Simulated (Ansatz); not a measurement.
H₂S₃⁺. The state is a doublet with charge 1. Geometry r2SCAN-D4/def2-TZVP; atoms count from 1.

```
atom    x (Å)    y (Å)    z (Å)
  S1  -0.3303   1.6176  -0.1208
  S2   0.6554   0.3435   1.1112
  S3   0.4811  -1.5385   0.3764
  H4  -1.3527   0.7862  -0.4317
  H5   0.5465  -1.2088  -0.9351
```

Question: Estimate the Mulliken populations from the PBE0/def2-TZVP orbitals of Ansatz.

Answer: 
```
atom  charge (e)  spin (α − β)
  S1        0.10          0.26
  S2        0.31          0.47
  S3        0.10          0.26
  H4        0.24          0.01
  H5        0.24          0.01
```
Mulliken values depend strongly on the basis.

Question: Where does the spin sit?

Answer: Summed by element: S 0.99, H 0.01, of 1 unpaired in all. Largest on single atoms: S2 0.47, S1 0.26, S3 0.26.

Question: And the Mayer bond orders between heavy atoms (over 0.3)?

Answer: S1–S2 1.37 (2.03 Å); S2–S3 1.37 (2.03 Å).
